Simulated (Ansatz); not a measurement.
Relaxed structures of CH$_{2}$NaO, doublet (PBE0-D4/def2-TZVP; forces vanish, vibrations not checked; lower isomers may exist, and structures with a doubtful reference or unclear bonds are left out; Å). Computed with Ansatz 0.2.0 (basis: def2-TZVPP); correlated methods freeze the cores; orbitals are unrestricted. The outer core shell of Li, Na, Mg and K is correlated. The def2 sets are not built for correlating such inner shells, so the correlated values are less sure here.

Question: Rank them by CCSD(T) energy, lowest first, and give each one's height above the lowest. Links in brackets join atoms within 1.22 times the sum of their covalent radii (1.1 for two metals). (To be estimated.)
A.
CH₂NaO ([CH2][O][Na])
```
5
angstrom
C -0.4968 0.3960 -0.2657
O 0.4070 -0.0740 0.4377
Na 1.9154 -1.5214 1.0293
H -1.5512 0.1457 -0.0838
H -0.2745 1.0537 -1.1175
```
B.
CH₂NaO ([OH][CH][Na])
```
5
angstrom
C 0.4059 0.1561 -0.0464
O -0.6976 0.2719 0.7606
Na 2.4002 -0.9864 0.1323
H -0.3992 0.2742 1.6721
H -0.0056 0.1946 -1.0703
```
C.
CH₂NaO ([CH2]1[O][Na]1)
```
5
angstrom
C -0.5156 0.4877 -0.3390
O 0.4892 0.2353 0.4061
Na 0.4780 2.2868 1.0259
H -1.5373 0.2408 -0.0148
H -0.3902 0.6708 -1.4163
```

Answer: The calculation gives: A (0.000 eV), C (0.042 eV), B (1.683 eV). Heights count from the lowest.

T1 diagnostic: at most 0.028. ⟨S²⟩ of the unrestricted Hartree–Fock references: 0.75 to 0.77 (a pure state has 0.75).

For scale, one of the runs: CCSD(T)/def2-TZVPP, 122 basis functions, launched by `ansatz run in.yaml --threads 2 --pin off --events-out ev --progress --plain --max-ram 4352MiB`. Hardware: 2 CPU threads of an Arm Neoverse V2, shared host. Wall time 47 s; peak host memory 1.4 GiB.
